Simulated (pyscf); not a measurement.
H₃C–SnH₃ + hydrogen fluoride (HF) -> H₃C–SnH₂–F + hydrogen (H₂), a four-centre exchange (singlet surface; H–Sn, F–H broken, F–Sn, H–H formed). Single points on ωB97X-D3(BJ)/def2-SVP structures (PySCF, gas phase). Energies in kcal/mol from the separated reactants.

Small-basis levels: PySCF, no dispersion term, spherical d functions. Cost: rough CPU time at the saddle relative to B3LYP/6-31G*+LANL2DZ, from one job on a shared machine.

```csv
level,barrier,reaction energy,cost
HF/6-31G*+LANL2DZ,38.1,-18.8,0.1
SVWN5/6-31G*+LANL2DZ,4.6,-20.0,1.0
PBE/6-31G*+LANL2DZ,12.5,-22.3,1
B3LYP/6-31G*+LANL2DZ,18.3,-23.9,1
M06-2X/6-31G*+LANL2DZ,21.0,-21.4,2
B3LYP/6-311+G**+LANL2DZ,24.7,-13.5,2
B3LYP/def2-SVP,20.3,-11.8,2
ωB97M-D3(BJ)/def2-TZVP,24.9,-10.9,–
```

Against the last row the barrier runs from -20.3 (SVWN5/6-31G*+LANL2DZ) to +13.2 kcal/mol (HF/6-31G*+LANL2DZ). ωB97M-D3(BJ)/def2-TZVP has limits of its own. At the saddle there is also a short H–Sn contact that neither side keeps. One saddle was located; it need not be the lowest between these sides. In the def2 sets elements past Kr carry core potentials, without spin-orbit coupling.
